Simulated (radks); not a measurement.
**Excited configurations of Al²⁺**

The task here is to estimate one member of a computed series from the others.

The numbers are computed with radks (a radial shooting solver on a logarithmic mesh, Libxc functionals) version 1 (non-relativistic Kohn-Sham, BLYP, spin-polarised, spherical densities, point nucleus; open shells are filled with parallel spins first), except any that are marked as measured or tabulated.

## The system

```
element       : aluminium (Z = 13)
charge        : +2
electrons     : 11
configuration : [Ne] 3s1
```

Outer shells as boxes (Hund's rule):

Al²⁺
```
[Ne] core
3s [↑ ]
```

The first run:

Settings of this run:

```text
Z 13
configuration [Ne] 3s1
relativity non-relativistic
functional b88,lyp
spin polarised
nucleus point
```

Steps of the session up to this table: Ground configuration: [Ne] 3s1.

One table of the session follows, with a row left open; its other results are not shown here.

It belongs to the step «Ground configuration: [Ne] 3s1». Radial moments (bohr):

| level | <r> | outermost maximum (interpolated) | 90 % within | nodes |
| --- | --- | --- | --- | --- |
| 1s up | 0.1205 | 0.0787 | 0.215 | 0 |
| 1s down | 0.1205 | 0.0787 | 0.215 | 0 |
| 2s up | 0.6273 | 0.497 | 0.993 | 1 |
| 2s down | ? | ? | ? | ? |
| 2p up | 0.6017 | 0.427 | 1.02 | 0 |
| 2p down | 0.6009 | 0.427 | 1.02 | 0 |
| 3s up | 2.183 | 1.90 | 3.24 | 2 |

Q: Estimate the row for 2s down from the others.

As computed: <r>: 0.6270; outermost maximum (interpolated): 0.498; 90 % within: 0.992; nodes: 1. In the column «<r>» it lies between 2p up (0.6017) and 2s up (0.6273).
